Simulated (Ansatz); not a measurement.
## Two structures, one formula

Two relaxed structures of CH₅Si₂ (charge +1), closed shell (PBE0-D4/def2-TZVP; forces vanish, vibrations not checked).

A:

C1  (0.866, -0.975, 0.868)
Si2  (0.471, -0.159, -0.736)
Si3  (-1.243, 1.315, -0.973)
H4  (-2.338, 0.844, -1.861)
H5  (-0.819, 2.704, -1.288)
H6  (1.072, -0.203, 1.620)
H7  (1.721, -1.646, 0.777)
H8  (-0.014, -1.532, 1.212)
(Å)

B:

C1  (-1.133, 1.302, -1.216)
Si2  (0.041, 0.192, -0.729)
Si3  (0.941, -1.097, 1.068)
H4  (-2.041, 0.978, -1.728)
H5  (-0.911, 2.365, -1.304)
H6  (1.287, -0.006, 2.004)
H7  (2.071, -1.841, 0.484)
H8  (-0.255, -1.893, 1.420)
(Å)

Ansatz 0.2.0; basis: def2-TZVPP; cores frozen in the correlated methods. B3LYP uses VWN-RPA correlation.

(1) Which structure is lower at CCSD(T), and by how much? (An estimate is asked for; the value comes from the calculation.)

The T1 diagnostic stays at or below 0.023. The restricted Hartree–Fock reference is unstable towards an unrestricted one at one or more of these structures. A large double-excitation amplitude points to some diradical character; no triplet was computed.

Answers

(1) The calculation gives: A, by 10.07 kcal/mol (electronic energy, against the other). By their contacts, A is CH₅Si₂ ([CH3][Si][SiH2]), total charge +1 and B is CH₅Si₂ ([CH2][Si][SiH3]), total charge +1.

All methods give the same order:

| method | E(B) − E(A) (kcal/mol) |
| --- | --- |
| PBE-D4 | 12.47 |
| r2SCAN-D4 | 10.44 |
| PBE0-D4 | 12.27 |
| B3LYP-D4 | 11.25 |
| wB97M-V | 10.23 |
| HF | 8.90 |
| MP2 | 8.40 |
| CCSD | 10.32 |
| CCSD(T) | 10.07 |

Labels in which every atom is bracketed show which atoms are joined, not bond orders.

For scale, one of the runs: CCSD(T)/def2-TZVPP, 185 basis functions, launched by `ansatz run in.yaml --threads 2 --pin off --events-out ev --progress --plain --max-ram 4352MiB`. Hardware: 2 CPU threads of an Arm Neoverse V1, shared host. Wall time 36 s; peak host memory 1.6 GiB.
